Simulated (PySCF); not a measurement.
System: vinyl chloride, C2H3Cl (charge 0, singlet). 
Geometry from a B3LYP-D3(BJ)/def2-TZVP (Ansatz) optimisation:
SMILES: C=CCl
```xyz
6

C      0.0112     0.7589    -0.0124
C      1.3049     1.0233     0.0034
Cl    -0.6370    -0.8532     0.0042
H     -0.7591     1.5163    -0.0370
H      2.0529     0.2431     0.0280
H      1.6388     2.0524    -0.0084
```
Charge 0, spin multiplicity 1.

Dispersion corrections to the total energy (kcal/mol) from the dftd3 and dftd4 libraries through PySCF: D3(BJ) without and D4 with the three-body term, each with the damping fitted for the functional named.

```tsv
functional	D3(BJ)	D4
LC-wPBE	-2.10	-2.31
HF	-20.84	-8.30
BHLYP	(withheld)	-2.41
B2GP-PLYP	-1.46	-0.84
BP86	(withheld)	-2.71
BLYP	-4.97	-4.78
B2PLYP	(withheld)	-1.44
```

**Question.** Complete the blanks.

**Answer.** 
- BHLYP, D3(BJ): -3.15
- BP86, D3(BJ): -3.60
- B2PLYP, D3(BJ): -1.85
